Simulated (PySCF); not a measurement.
Reaction (SMILES): N (NH3) → [NH2-] + H+
B3LYP-D3(BJ)/def2-TZVP geometries, fixed; electronic energies without zero-point terms.

Effect of the grid level at r2SCAN/def2-TZVP with PySCF, against the last row, where the deprotonation energy is 424.47 kcal/mol.

```json
[
 {"setting": "grids.level: 0", "grid points, largest species": "2928", "largest shift of a total energy (mEh)": "9.031", "shift of the deprotonation energy (kcal/mol)": "0.951"},
 {"setting": "grids.level: 1", "grid points, largest species": "12536", "largest shift of a total energy (mEh)": "0.346", "shift of the deprotonation energy (kcal/mol)": "-0.013"},
 {"setting": "grids.level: 2", "grid points, largest species": "27112", "largest shift of a total energy (mEh)": "-0.035", "shift of the deprotonation energy (kcal/mol)": "0.005"},
 {"setting": "grids.level: 3", "grid points, largest species": "43328", "largest shift of a total energy (mEh)": "-0.008", "shift of the deprotonation energy (kcal/mol)": "-0.003"},
 {"setting": "grids.level: 4", "grid points, largest species": "75000", "largest shift of a total energy (mEh)": "0.002", "shift of the deprotonation energy (kcal/mol)": "0.001"},
 {"setting": "grids.level: 5", "grid points, largest species": "112736", "largest shift of a total energy (mEh)": "0.002", "shift of the deprotonation energy (kcal/mol)": "0.000"},
 {"setting": "grids.level: 7", "grid points, largest species": "235424", "largest shift of a total energy (mEh)": "0.000", "shift of the deprotonation energy (kcal/mol)": "0.000"}
]
```

Within 0.02 kcal/mol in the deprotonation energy: grids.level: 1; grids.level: 2; grids.level: 3; grids.level: 4; grids.level: 5. The largest shift is 9.031 mEh in a total energy and 0.951 kcal/mol in the difference.
